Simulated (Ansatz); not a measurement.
# As (model structure, started from the bcc type, Im-3m, No. 229, 1 atom in the cell)

These are r²SCAN (plane waves, PAW; Ansatz, a first-principles code) values and carry that method's errors.

Settings: plane-wave cutoff 500 eV, 16×16×16 k mesh, Fermi–Dirac smearing 0.05 eV, scalar-relativistic PAW data made under PBE.

Cell (relaxed at this level):

```
CELL_PARAMETERS angstrom
     -1.67688     1.67688     1.67688
      1.67688    -1.67688     1.67688
      1.67688     1.67688    -1.67688
ATOMIC_POSITIONS crystal
  As 0.00000 0.00000 0.00000
```

| Item | Value |
|---|---|
| band gap | zero (no gap) |

Note: the relaxation could raise the start's symmetry but not lower it, so the cell can be a saddle point.

Spin–orbit coupling is not included.

Cost on a shared machine: around 15 core-seconds (rough).

A model structure was made by putting elements into a prototype or built by hand; it is no filed structure, need not be a known phase, and can be a saddle point held by its symmetry.
